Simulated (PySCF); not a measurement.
## Reproducing measurements on 2,2-dichloropropane

**What was measured.**

NIST CCCBDB Release 22 (SRD 101), experimental dipoles lists, for the gas: dipole moment 2.2 D.

The runs below try to reproduce these values; the comparison stands at the end.

Compound: 2,2-dichloropropane, C₃H₆Cl₂.
Atom-mapped SMILES: `[CH3:1][C:2]([CH3:3])([Cl:4])[Cl:5]` (hydrogens: H6, H7, H8 on C1; H9, H10, H11 on C3)

Cartesian coordinates in Å at the GFN2-xTB level; atoms count from 1:
```xyz
11
C3H6Cl2 angstrom
C      1.0535   -0.6759   -0.3700
C      0.1015    0.4849   -0.1682
C     -1.1714    0.1056    0.5600
Cl     0.9407    1.7724    0.7587
Cl    -0.3256    1.1739   -1.7694
H      0.5647   -1.4525   -0.9542
H      1.9479   -0.3517   -0.8963
H      1.3430   -1.0832    0.5962
H     -1.7048   -0.6544   -0.0067
H     -1.8178    0.9716    0.6799
H     -0.9261   -0.2879    1.5440
```

Runs made with PySCF (gas phase, on this GFN2-xTB geometry; no spin–orbit coupling):

```tsv
level	job	basis functions	wall time
PBE0/pcSseg-1	shieldings, charges and field gradients	129	10 s
```

Hardware: one thread of an Arm Neoverse V1, shared host.

## Comparison

**Dipole moment.** Measured: 2.2 D (NIST CCCBDB Release 22 (SRD 101), experimental dipoles).

| level | computed (D) | computed − measured (D) | % (from the printed values) |
| --- | --- | --- | --- |
| PBE0/pcSseg-1 | 2.45 | +0.25 | +11 |

The computed dipoles belong to one fixed geometry; measured ones are averaged over vibrations unless marked μe. Magnitudes are compared, not signs.

The geometry is computed, not the measured one. Where a level misses, the cause wasn't examined.
